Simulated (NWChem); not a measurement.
# doublet H3NO+ at 4 levels

Wanted: a comparison of 4 runs (UHF/STO-3G, UHF/3-21G, UB3LYP/6-31G*) of doublet H3NO+. 

The results are computed with NWChem 7.3.0.

1 further run of the same task is left out (set aside as unsound or not needed).

## Step 1: The molecule

H3NO+: 5 atoms, total charge +1, spin state doublet. SMILES of the parent species: `NO`. Geometry: relaxed at PBE0-D4/def2-TZVP. This is one conformer, not always the lowest. That shape belongs to the parent species and isn't relaxed for this state.

Bond lengths: N1–O2 1.422 Å, N1–H3 1.016 Å, N1–H4 1.016 Å, O2–H5 0.960 Å. Angles: N1–O2–H5 102.8°, O2–N1–H3 104.5°, O2–N1–H4 104.5°, H3–N1–H4 106.0°.

## Step 2: The energy at UHF/STO-3G (run 1)

File run.py:

```python
from ase import Atoms
from ase.calculators.nwchem import NWChem

system = Atoms('NOHHH', positions=[
    [-0.165120, -0.361290, -0.321170],
    [0.364460, 0.666040, 0.508060],
    [-0.162690, -1.190020, 0.266770],
    [-1.141650, -0.109840, -0.446210],
    [1.105010, 0.995100, -0.007440],
])

calc = NWChem(
    label='h3no',
    theory='scf',
    memory='2200 mb',
    basis='STO-3G',
    basispar='spherical bse',
    charge=1,
    scf={'nopen': '1', 'uhf': None, 'thresh': '1e-08', 'maxiter': '80'},
    task='energy',
)
system.calc = calc

print(f"energy = {system.get_potential_energy():.6f} eV")
```

Started as:

```console
export ASE_NWCHEM_COMMAND="nwchem PREFIX.nwi > PREFIX.nwo"
python run.py
```

What it wrote:

```text
energy = -3509.800500 eV
```

The calculator wrote h3no.nwi:

```
title "h3no"

permanent_dir h3no

scratch_dir h3no

start h3no

geometry units angstrom nocenter noautosym noautoz
  N  -1.6511999999999999e-01 -3.6129000000000000e-01 -3.2117000000000001e-01
  O  3.6446000000000001e-01 6.6603999999999997e-01 5.0805999999999996e-01
  H  -1.6269000000000000e-01 -1.1900200000000001e+00 2.6677000000000001e-01
  H  -1.1416500000000001e+00 -1.0983999999999999e-01 -4.4621000000000000e-01
  H  1.1050100000000000e+00 9.9509999999999998e-01 -7.4400000000000004e-03
end

charge 1

memory 2200 mb

basis spherical bse noprint
   * library STO-3G
end

scf
  nopen 1
  uhf
  thresh 1e-08
  maxiter 80
end

task scf energy
```

h3no.nwo:

```text
Northwest Computational Chemistry Package (NWChem) 7.3.0
             --------------------------------------------------------

           Job information
           ---------------

    nwchem branch   = 7.3.0
    use scalapack   = T
    input           = h3no.nwi
    prefix          = h3no.
    data base       = h3no/h3no.db
    status          = startup
    nproc           =        1

           Memory information
           ------------------

    heap     =     72089598 doubles =      550.0 Mbytes
    stack    =     72089595 doubles =      550.0 Mbytes
    global   =    144179200 doubles =     1100.0 Mbytes (distinct from heap & stack)
    total    =    288358393 doubles =     2200.0 Mbytes
    verify   = yes
    hardfail = no

[... 37 lines left out ...]
            Nuclear Dipole moment (a.u.)
[... 79 lines left out ...]
 1-e energy   =    -242.296950
[... 7 lines left out ...]
         Quadratically convergent UHF
[... 15 lines left out ...]
       Final UHF  results
[... 3 lines left out ...]
      One electron energy =   -249.254117089802
[... 1 line left out ...]
 Nuclear repulsion energy =     39.593669261536
[... 25 lines left out ...]
          Final beta eigenvalues
[... 116 lines left out ...]
                     UHF Final Beta Molecular Orbital Analysis
[... 145 lines left out ...]
   Mulliken analysis of the spin density
   -------------------------------------

    Atom       Charge   Shell Charges
 -----------   ------   -------------------------------------------------------
    1 N    7     0.97   0.00  0.11  0.86
    2 O    8     0.11  -0.00 -0.01  0.12
    3 H    1    -0.04  -0.04
    4 H    1    -0.04  -0.04
    5 H    1     0.00   0.00

       Multipole analysis of the density wrt the origin
       ------------------------------------------------

     L   x y z        total         alpha         beta         nuclear
     -   - - -        -----         -----         ----         -------
     0   0 0 0      1.000000     -9.000000     -8.000000     18.000000

     1   1 0 0     -0.094255     -1.526976     -1.516215      2.948936
[... 8 lines of this table left out ...]
     2   0 0 2     -7.677818    -10.204071     -8.391834     10.918086

 Task  times  cpu:        0.3s     wall:        0.3s
 Total times  cpu:        0.3s     wall:        0.3s
```

Wall time 1.5 s (1 thread of Intel Xeon Platinum 8559C (Emerald Rapids), shared host); peak memory 0.11 GiB.

## Step 3: A single-point energy at UHF/3-21G (run 2)

File mol.nw:

```
echo
start mol
memory total 2200 mb
charge 1

geometry units angstroms noautosym nocenter noautoz
  N     -0.165120    -0.361290    -0.321170
  O      0.364460     0.666040     0.508060
  H     -0.162690    -1.190020     0.266770
  H     -1.141650    -0.109840    -0.446210
  H      1.105010     0.995100    -0.007440
end

basis spherical bse
  N library 3-21G
  O library 3-21G
  H library 3-21G
end

scf
  doublet
  uhf
  thresh 1e-08
  maxiter 80
end

task scf energy
```

Started as:

```console
nwchem mol.nw > mol.out
```

What it wrote:

```text
[...]
  functions       =    24
[...]
  wavefunction    = UHF
[...]
         Total SCF energy =   -129.917339579031
      One electron energy =   -250.389634940114
      Two electron energy =     80.878626099547
 Nuclear repulsion energy =     39.593669261536
                       Sz =      0.5000
                 Sz(Sz+1) =      0.7500
                      S^2 =      0.7602
[...]
```

Wall time 0.95 s (1 thread of Intel Xeon Platinum 8559C (Emerald Rapids), shared host); peak memory 0.11 GiB.

Run 3 isn't shown in full; the table further down has it.

## Step 4: A single-point energy at UB3LYP/6-31G(d) (Cartesian functions) (run 4)

File run.py:

```python
from ase import Atoms
from ase.calculators.nwchem import NWChem

atoms = Atoms(['N', 'O', 'H', 'H', 'H'], positions=[
    [-0.165120, -0.361290, -0.321170],
    [0.364460, 0.666040, 0.508060],
    [-0.162690, -1.190020, 0.266770],
    [-1.141650, -0.109840, -0.446210],
    [1.105010, 0.995100, -0.007440],
])

calc = NWChem(
    label='test',
    theory='dft',
    memory='2200 mb',
    basis='6-31G*',
    charge=1,
    dft={'xc': 'b3lyp', 'mult': '2', 'grid': 'xfine', 'convergence': 'energy 1e-08', 'iterations': '100', 'mulliken': None},
    task='energy',
)
atoms.calc = calc

e = atoms.get_potential_energy()
print(f"E = {e:.6f} eV")
```

Started as:

```console
export ASE_NWCHEM_COMMAND="nwchem PREFIX.nwi > PREFIX.nwo"
python run.py
```

What it wrote:

```text
E = -3573.532946 eV
```

The calculator wrote test.nwi:

```
title "test"

permanent_dir test

scratch_dir test

start test

geometry units angstrom nocenter noautosym noautoz
  N  -1.6511999999999999e-01 -3.6129000000000000e-01 -3.2117000000000001e-01
  O  3.6446000000000001e-01 6.6603999999999997e-01 5.0805999999999996e-01
  H  -1.6269000000000000e-01 -1.1900200000000001e+00 2.6677000000000001e-01
  H  -1.1416500000000001e+00 -1.0983999999999999e-01 -4.4621000000000000e-01
  H  1.1050100000000000e+00 9.9509999999999998e-01 -7.4400000000000004e-03
end

charge 1

memory 2200 mb

basis noprint
   * library 6-31G*
end

dft
  xc b3lyp
  mult 2
  grid xfine
  convergence energy 1e-08
  iterations 100
  mulliken
end

task dft energy
```

test.nwo:

```text
Northwest Computational Chemistry Package (NWChem) 7.3.0
             --------------------------------------------------------

           Job information
           ---------------

    nwchem branch   = 7.3.0
    use scalapack   = T
    input           = test.nwi
    prefix          = test.
    data base       = test/test.db
    status          = startup
    nproc           =        1

           Memory information
           ------------------

    heap     =     72089598 doubles =      550.0 Mbytes
    stack    =     72089595 doubles =      550.0 Mbytes
    global   =    144179200 doubles =     1100.0 Mbytes (distinct from heap & stack)
    total    =    288358393 doubles =     2200.0 Mbytes
    verify   = yes
    hardfail = no

[... 96 lines left out ...]
  convergence criterion.
[... 17 lines left out ...]
          Convergence on gradient requested:  5.00D-04
[... 26 lines left out ...]
          Convergence aids based upon iterative change in
[... 30 lines left out ...]
 1-e energy   =    -242.201171
[... 53 lines left out ...]
         Total DFT energy =     -131.324914611839
[... 2 lines left out ...]
    Exchange-Corr. energy =      -16.211482726340
[... 262 lines left out ...]
                     DFT Final Beta Molecular Orbital Analysis
[... 327 lines left out ...]
 center of mass
 --------------
 x =   0.18978996 y =   0.30255663 z =   0.19689972

 moments of inertia (a.u.)
 ------------------
          57.141503618329         -20.057855050767         -13.642052668394
         -20.057855050767          36.536337717693         -22.170809728159
         -13.642052668394         -22.170809728159          54.488658827768

     Multipole analysis of the density
     ---------------------------------

     L   x y z        total         alpha         beta         nuclear
     -   - - -        -----         -----         ----         -------
     0   0 0 0      1.000000     -9.000000     -8.000000     18.000000

     1   1 0 0     -0.087304     -1.550452     -1.485789      2.948936
[... 8 lines of this table left out ...]
     2   0 0 2     -7.937062    -10.419423     -8.435725     10.918086

 Task  times  cpu:       12.7s     wall:       12.7s
 Total times  cpu:       12.7s     wall:       12.7s
```

Wall time 14 s (1 thread of Intel Xeon Platinum 8559C (Emerald Rapids), shared host); peak memory 0.14 GiB.

## Step 5: The series

| run | level | iteration cap | module | energy (Eh) | HOMO energy (eV) | LUMO energy (eV) | ⟨S²⟩ | wall time |
| --- | --- | --- | --- | --- | --- | --- | --- | --- |
| 1 | UHF/STO-3G | 80 | scf | -128.982790 | -20.79 | -5.78 | 0.760 | 1.5 s |
| 2 | UHF/3-21G | 80 | scf | -129.917340 | -22.15 | -7.37 | 0.760 | 0.95 s |
| 3 | UB3LYP/6-31G* (spherical functions) | 100 | dft | -131.322488 | -16.89 | -13.84 | 0.753 | 14 s |
| 4 | UB3LYP/6-31G* (Cartesian functions) | 100 | dft | -131.324915 | -16.89 | -13.84 | 0.753 | 14 s |

## Step 6: Results

| quantity | value |
| --- | --- |
| run 4: total energy | -131.32491 Eh |
| run 4: HOMO energy (highest over α and β) | -16.89 eV |
| run 4: LUMO energy (lowest over α and β) | -13.84 eV |
| run 4: ⟨S²⟩ | 0.753 |

In words: In run 1 the basis is minimal, so the values are rough. All runs together took 30 s, the longest 14 s.
